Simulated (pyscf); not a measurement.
Structures and frequencies: ωB97X-D3(BJ)/def2-SVP in PySCF. MP2 and CC: frozen core, UHF for open shells. ΔMP2 is the change of the MP2 total energy from the triple- to the quadruple-zeta basis.

Task: For water (H₂O) + silanone (O=SiH₂) → HO–SiH₂–OH, an addition across a multiple bond or ene-type step (singlet surface; H–O broken, H–O, O–Si formed), PBE/def2-TZVP gives ΔE‡ = -19.2 kcal/mol and ΔE = -66.6 kcal/mol (zero: the separated reactants). In which direction and how far do M06-2X/def2-TZVP, ωB97M-D3(BJ)/def2-TZVP, CCSD(T)/def2-TZVPP + ΔMP2(QZVPP) move these?

Result: M06-2X: ΔE‡ = -21.6 kcal/mol, ΔE = -76.7 kcal/mol; ωB97M-D3(BJ): ΔE‡ = -19.1 kcal/mol, ΔE = -72.3 kcal/mol; CCSD(T): ΔE‡ = -16.6 kcal/mol, ΔE = -71.0 kcal/mol. PBE's barrier lies among them. Its reaction energy lies over all of them, by 4.4 to 10.1 kcal/mol. On the reactant side the descent ends in an adduct with a O–Si contact, 22.0 kcal/mol under the separated species and 2.1 kcal/mol under the saddle at ωB97X-D3(BJ)/def2-TZVP. At PBE, M06-2X, ωB97M-D3(BJ), CCSD(T) the saddle lies under the separated reactants, which points to a path from their complex (located at ωB97X-D3(BJ) alone). What is counted as formed (O–Si) is already present as a longer contact in the reactant adduct; forming that adduct is a step of its own. At ωB97X-D3(BJ) the barrier from the zero used here is -19.8 kcal/mol. One saddle was located; it need not be the lowest between these sides. The CCSD(T) − MP2 part came from Ansatz, without density fitting, on the same reference.
